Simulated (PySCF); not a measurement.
System: O2S, singlet: symmetric bend, bond length relaxed. Scanned: O-S-O angle. Other coordinates (S-O bond length) were minimised at PBE0/def2-TZVP. Each profile is relative to its own lowest point.

```
a / °      A      B      C
-----  -----  -----  -----
170    139.0   93.9  103.5
160    101.5   71.6   77.8
150     63.0   45.6   49.1
140     31.2   22.8   24.4
130      9.5    6.8    7.3
120      0.0    0.0    0.0
110      5.2    4.5    4.8
100     28.4   22.8   24.2
90      74.2   58.5   62.2
80     150.1  116.1  124.3
```

Energies in mEh.

Question: Assign the columns to these levels of theory: CCSD on RHF/cc-pVTZ, 7 core orbitals frozen (PySCF); CCSD(T) on RHF/cc-pVTZ, 7 core orbitals frozen (PySCF 2.14.0); RHF/cc-pVTZ in PySCF.

Answer: A is RHF; B is CCSD(T); C is CCSD.
